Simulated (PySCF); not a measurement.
Geometry:
| atom | x (Å) | y (Å) | z (Å) |
| --- | --- | --- | --- |
| S1 | 1.091 | -2.004 | 2.299 |
| S2 | 0.628 | -1.677 | 0.316 |
| S3 | -0.986 | -0.310 | 0.008 |
| S4 | -0.459 | 1.736 | -0.317 |
| S5 | -0.273 | 2.255 | -2.305 |

Total charge -2.

Geometry: PBE0-D3(BJ)/def2-SVP; GIAO shifts from PySCF, gas phase, non-relativistic, averaged over equivalent atoms.

At wB97X-D/pcSseg-1 (120 basis functions, 8 s wall time on 1 thread of an x86-64 server CPU, shared host):
| atoms | δ (ppm) |
| --- | --- |
| S3 | 438.1 |
| S2/S4 | 302.7 |
| S1/S5 | 137.7 |

Shifts are taken against calculated references (same method and geometry level): ³³S (σ = 493.71 ppm) against CS2.

**Question.** Predict the values at PBE0/pcSseg-1 on the same geometry.

**Answer.** 
| atoms | δ at PBE0/pcSseg-1 | change |
| --- | --- | --- |
| S3 | 474.8 | +36.7 |
| S2/S4 | 313.9 | +11.2 |
| S1/S5 | 138.9 | +1.2 |

δ = σ(ref) − σ, references computed at the same level: CS2 for ³³S (σref 495.66).

The largest change is at S3 (sulfur bonded to 2 S). Cost: 120 basis functions, 6.5 s wall time on 1 thread of an x86-64 server CPU, shared host.
